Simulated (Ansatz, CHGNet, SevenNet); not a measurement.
# CaB6-type LaB6, elastic constant C11

Reference value: 477 ± 26 GPa (measured, temperature not stated, no zero-point or thermal correction; as tabulated in Z. Phys. B, doi 10.1007/BF01469434 (note on Brillouin scattering of LaB6)).

| level (code) | value (GPa) | cell (Å³/atom) | difference (%) |
|---|---|---|---|
| CHGNet 0.3.0 | 334 | 10.26 | -30 |
| CHGNet-r²SCAN | 274 | 10.23 | -43 |
| SevenNet-l3i5 | 367 | 10.25 | -23 |
| LDA (Ansatz) | 509 | 9.83 | +6.7 |
| PBE (Ansatz) | 472 | 10.25 | -1.0 |
| PBEsol (Ansatz) | 489 | 10.06 | +2.5 |
| r²SCAN (Ansatz) | 493 | 10.23 | +3.4 |

The reference's temperature isn't stated, so close values are not ranked against it. Off by more than 25 %, or 35 % on the side where a correction would as a rule narrow the miss (bounds picked here): CHGNet-r²SCAN (-43 %), CHGNet 0.3.0 (-30 %). Within the reference's own bar: PBE, PBEsol, r²SCAN.

The reference isn't brought to a static lattice, while the calculations are for one, so the differences are not the levels' errors alone. A static lattice is as a rule stiffer than a warm one, by over a tenth in soft solids.  Each level is taken at its own relaxed cell. Cutoffs differ between the levels. Ansatz's density-functional and Hartree–Fock values are scalar-relativistic unless marked +SOC, with PAW data made under PBE.

Machine-learned potentials (CHGNet 0.3.0, CHGNet-r²SCAN, SevenNet-l3i5) are trained on DFT data: a solid inside that data is no test of them.

Differences are worked out from the printed values.

Ansatz is a program for electronic structure.
